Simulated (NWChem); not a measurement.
BCl3; SMILES ClB(Cl)Cl

All runs: NWChem. Pople sets run with spherical d functions. STO-3G and 3-21G are far too small for this property and stand as cheap habits. Coordinates come from a PBE0/def2-SVP optimisation. Vertical excitations in the gas phase; the lowest state need not have the same character in each row.

```json
[
 {"level": "Hartree-Fock/3-21G, CIS", "basis functions": "48", "lowest excitation, singlet (eV)": "7.66", "oscillator strength of that lowest state": "0.000", "lowest state with f > 0.02, singlet (eV)": "8.89", "oscillator strength of that bright state": "0.175", "orbital gap (eV)": "14.45"},
 {"level": "Hartree-Fock/6-31G*, CIS", "basis functions": "68", "lowest excitation, singlet (eV)": "7.71", "oscillator strength of that lowest state": "0.000", "lowest state with f > 0.02, singlet (eV)": "8.95", "oscillator strength of that bright state": "0.180", "orbital gap (eV)": "14.60"},
 {"level": "Hartree-Fock/6-31+G*, CIS", "basis functions": "84", "lowest excitation, singlet (eV)": "7.69", "oscillator strength of that lowest state": "0.000", "lowest state with f > 0.02, singlet (eV)": "8.89", "oscillator strength of that bright state": "0.178", "orbital gap (eV)": "13.85"},
 {"level": "Hartree-Fock/def2-SVP, CIS", "basis functions": "68", "lowest excitation, singlet (eV)": "[?]", "oscillator strength of that lowest state": "0.000", "lowest state with f > 0.02, singlet (eV)": "[?]", "oscillator strength of that bright state": "[?]", "orbital gap (eV)": "[?]"},
 {"level": "Hartree-Fock/def2-SVPD, CIS", "basis functions": "101", "lowest excitation, singlet (eV)": "7.57", "oscillator strength of that lowest state": "0.000", "lowest state with f > 0.02, singlet (eV)": "8.80", "oscillator strength of that bright state": "0.190", "orbital gap (eV)": "13.94"},
 {"level": "Hartree-Fock/def2-TZVP, CIS", "basis functions": "142", "lowest excitation, singlet (eV)": "7.58", "oscillator strength of that lowest state": "0.000", "lowest state with f > 0.02, singlet (eV)": "8.83", "oscillator strength of that bright state": "0.162", "orbital gap (eV)": "14.61"},
 {"level": "Hartree-Fock/aug-cc-pVDZ, CIS", "basis functions": "104", "lowest excitation, singlet (eV)": "7.60", "oscillator strength of that lowest state": "0.000", "lowest state with f > 0.02, singlet (eV)": "8.81", "oscillator strength of that bright state": "0.178", "orbital gap (eV)": "13.75"}
]
```

**Question.** Complete the blanks.

**Answer.** 
- Hartree-Fock/def2-SVP, CIS, lowest excitation, singlet (eV): 7.89
- Hartree-Fock/def2-SVP, CIS, lowest state with f > 0.02, singlet (eV): 9.22
- Hartree-Fock/def2-SVP, CIS, oscillator strength of that bright state: 0.169
- Hartree-Fock/def2-SVP, CIS, orbital gap (eV): 14.81
